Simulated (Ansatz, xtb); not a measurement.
Relaxing a trial structure of CH6AlSi+

The starting geometry of this gas-phase singlet has its atoms placed at random.

```xyz
9

C    -0.2269   -2.0539    0.0997
Al    0.7408   -0.7552   -0.5185
Si   -0.7451    1.5787   -0.7640
H     0.2122    1.6335    0.8487
H     0.4771    0.7088   -0.4033
H    -0.1670   -1.6596    1.0749
H     1.4488   -0.4703   -1.6101
H     0.7035    0.2099   -2.2470
H     0.7182    1.8927   -1.2218
```

Question: Guess where an optimisation with r2SCAN-D4/def2-SVP ends from this start.

Answer: It ends as a structure given below by its coordinates. Distances that change by over a tenth: Al2–Si3 (2.78 → 3.25 Å), Al2–H7 (1.33 → 1.56 Å). Contacts that open: Al2–H5 (1.49 → 3.58 Å). Contacts that close: C1–Si3 (3.77 → 1.93 Å), C1–H8 (3.39 → 1.11 Å), Si3–H4 (1.88 → 1.49 Å).

The energy falls by 12.55 eV over 42 steps:

```csv
step,E − E(last) (eV)
1,12.550
6,6.722
10,6.012
15,5.478
19,4.127
24,2.551
28,0.702
33,0.049
37,0.004
42,0.000
```

Final geometry (Å):

```xyz
9

C    -0.0581   -0.4856   -0.8159
Al    1.6115   -1.3571   -0.9120
Si   -0.0563    1.3211   -0.1274
H     0.5082    1.2693    1.2488
H     0.8234    2.1337   -1.0117
H    -0.7312   -1.1019   -0.1865
H     3.0238   -2.0191   -0.9641
H    -0.4986   -0.4740   -1.8332
H    -1.4611    1.7981   -0.1395
```

From the same start GFN2-xTB ends elsewhere, differing in C1–Si3 (4.26 against 1.93 Å here), C1–H7 (1.10 against 3.45 Å here), Al2–Si3 (2.53 against 3.25 Å here), Al2–H5 (1.56 against 3.58 Å here), Al2–H7 (2.61 against 1.56 Å here), Si3–H5 (2.91 against 1.49 Å here).

From so rough a start the end depends on the optimiser's path, so another program may land elsewhere. No frequencies were run, so the end isn't proven a minimum. Run with Ansatz 0.2.0, 2 min on 1 thread of Intel(R) Xeon(R) Platinum 8259CL CPU @ 2.50GHz (Skylake/Cascade Lake), on a shared host.
